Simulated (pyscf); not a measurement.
## Elimination: H₃C–CH₂–CH₂–OH -> H₃C–CH₃ + H₂C=O

Gas phase, singlet surface, charge 0. Bonds broken: C2–C3, O4–H12. Bonds formed: C2–H12. Single points on ωB97X-D3(BJ)/def2-SVP structures (PySCF, gas phase). MP2 and CC: frozen core, UHF for open shells. ΔMP2 is the change of the MP2 total energy from the triple- to the quadruple-zeta basis.

Transition state (Å):

```xyz
12

C     -0.4293    -0.4657     1.7619
C     -0.4470     0.5231     0.6120
C     -0.8976    -0.4720    -0.9783
O      0.0448    -0.2299    -1.8607
H      0.3754    -1.2069     1.6315
H     -0.2702     0.0385     2.7284
H     -1.3835    -1.0120     1.8274
H      0.4978     1.1149     0.5821
H     -1.2612     1.2588     0.6461
H     -0.9521    -1.4740    -0.4923
H     -1.9188    -0.0504    -1.1282
H      0.0892     0.2832    -0.5851
```

One imaginary mode, 2001i cm⁻¹; descent along it reached the two sides named.

```
bond    change  reactant side (Å)  saddle  product side
------  ------  -----------------  ------  ------------
C2–C3   breaks              1.526   1.929           3.9
O4–H12  breaks              0.964   1.376         2.577
C2–H12   forms                2.6   1.333         1.101
```

Electronic energies relative to the reactant's lowest minimum found (kcal/mol):

```
level                             barrier  reaction energy  reverse barrier
--------------------------------  -------  ---------------  ---------------
ωB97X-D3(BJ)/def2-TZVP               92.8            +18.1             74.7
PBE/def2-TZVP                        81.1            +15.7             65.5
r²SCAN/def2-TZVP                     85.6            +17.9             67.7
B3LYP-D3(BJ)/def2-TZVP               89.1            +14.9             74.2
PBE0-D3(BJ)/def2-TZVP                88.5            +20.5             68.0
M06-2X/def2-TZVP                     92.1            +19.3             72.8
ωB97M-D3(BJ)/def2-TZVP               91.6            +17.1             74.5
HF/def2-TZVP                        107.3            +10.9             96.4
MP2/def2-QZVPP                       91.8            +19.5             72.3
CCSD/def2-TZVPP                      97.0            +17.2             79.8
CCSD(T)/def2-TZVPP                   93.5            +17.2             76.3
CCSD(T)/def2-TZVPP + ΔMP2(QZVPP)     93.2            +18.1             75.1
```

With CCSD(T)/def2-TZVPP + ΔMP2(QZVPP) energies and thermal terms (ideal gas, 1 atm, RRHO with modes under 100 cm⁻¹ raised to 100, one conformer, R ln 2 for rigid chiral ones), in kcal/mol:

| T (K) | ΔH‡ | ΔG‡ | ΔH | ΔG |
|---|---|---|---|---|
| 298 | 88.1 | 88.1 | +14.4 | +4.0 |
| 600 | 88.0 | 88.0 | +14.0 | -6.4 |
| 900 | 87.9 | 88.0 | +13.0 | -16.3 |
| 1200 | 87.8 | 88.1 | +12.0 | -26.0 |

At the saddle there is also a short C–H contact that neither side keeps. This is the saddle that the search found; another between the same sides may lie lower. The CCSD(T) − MP2 part came from Ansatz, without density fitting, on the same reference.
